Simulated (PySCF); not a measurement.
Geometry (Å), atoms numbered from 1 in this order:
```xyz
4

Al   -0.079   -0.127   -0.001
Cl    2.013   -0.144    0.019
Cl   -1.036    1.734   -0.021
H    -0.897   -1.463    0.004
```

Geometry: PBE0-D3(BJ)/def2-SVP; GIAO shifts from PySCF 2.14.0 with density-fitted response routines, gas phase, non-relativistic, averaged over equivalent atoms.

At B3LYP/pcSseg-1 (pcSseg-2 on Al) (96 basis functions, 2.4 s wall time on 1 thread of an Arm Neoverse V1, shared host):
| atoms | δ (ppm) |
| --- | --- |
| Al1 | 200.6 |
| Cl2/Cl3 | 69.4 |
| H4 | 4.94 |

Shifts are taken against calculated references (same method and geometry level): $^{27}$Al (571.15 ppm) vs [Al(H2O)6]3+; $^{35}$Cl (930.46 ppm) against HCl; $^{1}$H (31.38 ppm) against TMS.

Task: Estimate the result of repeating the calculation with PBE0/pcSseg-1 (pcSseg-2 on Al).

Result: 
```json
{"atoms": "Al1", "δ at PBE0/pcSseg-1 (pcSseg-2 on Al)": "195.9", "change": "-4.7"}
{"atoms": "Cl2/Cl3", "δ at PBE0/pcSseg-1 (pcSseg-2 on Al)": "67.8", "change": "-1.6"}
{"atoms": "H4", "δ at PBE0/pcSseg-1 (pcSseg-2 on Al)": "5.01", "change": "+0.07"}
```

Referencing at the same level of theory: $^{27}$Al (σref 576.18) against [Al(H2O)6]3+; $^{35}$Cl (σref 943.27) against HCl; $^{1}$H (σref 31.27) vs TMS.

The largest change is at Al1 (aluminium bonded to 2 Cl, H). Cost: 96 basis functions, 3.7 s wall time on 1 thread of an Arm Neoverse V1, shared host.
